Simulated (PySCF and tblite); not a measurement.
Results of a calculation; reference values are marked as such.
C₇H₈, numbered as in [CH2:1]=[CH:2][CH:3]1[CH:4]=[CH:5][CH:6]=[CH:7]1: conformational analysis

Level: B3LYP-D3(BJ)/pcSseg-1 (IEF-PCM, chloroform)//GFN2-xTB, thermal terms from GFN2-xTB, symmetry numbers and mirror pairs counted. Conformers within 2.5 kcal/mol (GFN2-xTB free energy) were kept, 4 at most. GIAO shieldings: B3LYP/pcSseg-1 (IEF-PCM, chloroform). Couplings: B3LYP/6-31G* with pcJ-1 on H (gas phase; spin-dipole term only for pairs with B, N, F, Si or P). Couplings are for ¹H. H–H couplings come out 0.1 to 0.9 Hz lower than with pcJ-1 on all atoms. Shifts are against TMS (¹H), TMS (¹³C) at the same level; of two unlike H on one atom, a is the less shielded. (PySCF 2.14, tblite 0.8.)

Torsions listed: C1–C2–C3–C4. The 5-ring runs over atoms 3–4–5–6–7. Of a mirror pair one member is shown.

```json
{"conformer": "1", "shape": "5-ring flat; -123°", "symmetry": "Cs", "E(GFN2) kcal/mol": "0.00", "E(DFT) kcal/mol": "0.00", "G(298.15 K) kcal/mol": "0.00", "weight %": "81.1", "dipole D": "0.11"}
{"conformer": "2", "shape": "5-ring flat; 10°", "symmetry": "C1 (pair)", "E(GFN2) kcal/mol": "0.84", "E(DFT) kcal/mol": "1.27", "G(298.15 K) kcal/mol": "0.86", "weight %": "18.9", "dipole D": "0.44"}
```

Weights (%) against temperature:

| T (K) | 1 | 2 | S(mix) cal/mol/K |
| --- | --- | --- | --- |
| 250 | 86.5 | 13.5 | 0.97 |
| 298.15 | 81.1 | 18.9 | 1.23 |
| 350 | 75.7 | 24.3 | 1.44 |

Averaged shifts at 298.15 K. ¹H: 6.73 (H5/H6, 2H), 6.63 (H4/H7, 2H), 5.58 (H1a, 1H), 5.50 (H2, 1H), 5.33 (H1b, 1H), 3.81 (H3, 1H) ppm. ¹³C: 149.3 (C4/C7), 145.6 (C2), 141.0 (C5/C6), 122.2 (C1), 65.8 (C3) ppm.

Averaged couplings (Hz): ²J(H1b,H1a) -0.1, ³J(H1b,H2) 11.0, ³J(H1a,H2) 16.2, ³J(H2,H3) 9.4, ³J(H3,H4) 1.7, ³J(H4,H5) 5.9, ³J(H5,H6) 2.7.

Coordinates of conformer 1 (Å):

```xyz
15

C     2.545   -0.519   -0.122
C     1.288   -0.423    0.270
C     0.176    0.134   -0.570
C    -0.517    1.282    0.104
C    -1.810    0.986    0.283
C    -2.076   -0.338   -0.244
C    -0.945   -0.850   -0.744
H     3.309   -0.926    0.518
H     2.864   -0.195   -1.100
H     0.986   -0.753    1.254
H     0.578    0.440   -1.541
H     0.000    2.179    0.392
H    -2.558    1.611    0.738
H    -3.044   -0.807   -0.225
H    -0.801   -1.813   -1.198
```

Shifts are unscaled: against experiment ¹³C can be off by 15 ppm or more and ¹H by 0.8 ppm.

Search and properties took 68 s on 1 thread of Arm Neoverse V2, shared host (rough), launched as `OMP_NUM_THREADS=1 python ens_run.py task.json out`.
